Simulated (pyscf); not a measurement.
Single points on ωB97X-D3(BJ)/def2-SVP structures (PySCF, gas phase).

### Question
H₂B–Cl + NH₃ → H₂N–BH–Cl + H₂
Surface: singlet. Broken: B–H, H–N. Formed: B–N, H–H. Give ΔE‡ and ΔE from ωB97M-D3(BJ)/def2-TZVP, relative to the separated reactants.

### Answer
ΔE‡ = 12.6 kcal/mol, ΔE = -29.4 kcal/mol. Zero-point energy shifts the barrier by +0.9 kcal/mol. It is a four-centre exchange, with an imaginary mode of 1410i cm⁻¹. On the reactant side the descent ends in an adduct with a B–N contact, 30.5 kcal/mol under the separated species and 43.3 kcal/mol under the saddle at ωB97X-D3(BJ)/def2-TZVP. What is counted as formed (B–N) is already present as a longer contact in the reactant adduct; forming that adduct is a step of its own. At the saddle there is also a short B–H contact that neither side keeps. The same reactants have a lower exit, to H₂B–NH₂ + HCl (barrier +1.7 kcal/mol at ωB97M-D3(BJ)/def2-TZVP, against +12.6 kcal/mol here). This is the saddle that the search found; another between the same sides may lie lower.
